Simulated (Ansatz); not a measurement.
# BH2: the cost of one run

Program: Ansatz 0.2.0, Gaussian basis. Level of theory: the settings change from run to run. These are calculated values, not measurements.

16 further runs of the same task are left out: 3 for a known fault of the program, 13 that didn't finish.

**1. The system**

The geometry derives from a PBE0/def2-TZVPD stationary point (not a proven minimum). One bond is set to the value named and the two fragments are kept rigid.

3 atoms, charge -1, spin multiplicity 3.

Atoms are counted from 1 here; the program's logs count them from 0.

Bond lengths: B1–H3 1.209 Å.

Geometry (Å):

```xyz
3
BH2
B     0.0000   -0.1541    0.1512
H     0.0000    1.2861   -2.8645
H     0.0000    0.3670    1.2423
```

**2. CISD/cc-pVTZ-DK**

Input file in.yaml:

```yaml
crystal:
  periodic: [false, false, false]
  atoms:
    - {symbol: B, position_ang: [0.000000, -0.154124, 0.151239]}
    - {symbol: H, position_ang: [0.000000, 1.286150, -2.864482]}
    - {symbol: H, position_ang: [0.000000, 0.366960, 1.242312]}
basis:
  gaussian: {orbitals: cc-pVTZ-DK}
total_charge: -1
magnetization: {spin_polarized: false, initial_magnetization: 2}
correlation: {active_space: {ras: {orbitals: [3, 2, 53], electrons: 8, max_holes: 2, max_particles: 2}, fixed_orbitals: true}}
output: {forces: true}
```

Run with:

```sh
$ ansatz run in.yaml --threads 1 --pin off --events-out ev --progress --plain --max-ram 2393MiB
```

Q: Estimate wall time and peak memory on 1 thread of Arm Neoverse V2, shared host.

About 8 s, with a peak of 0.41 GiB.
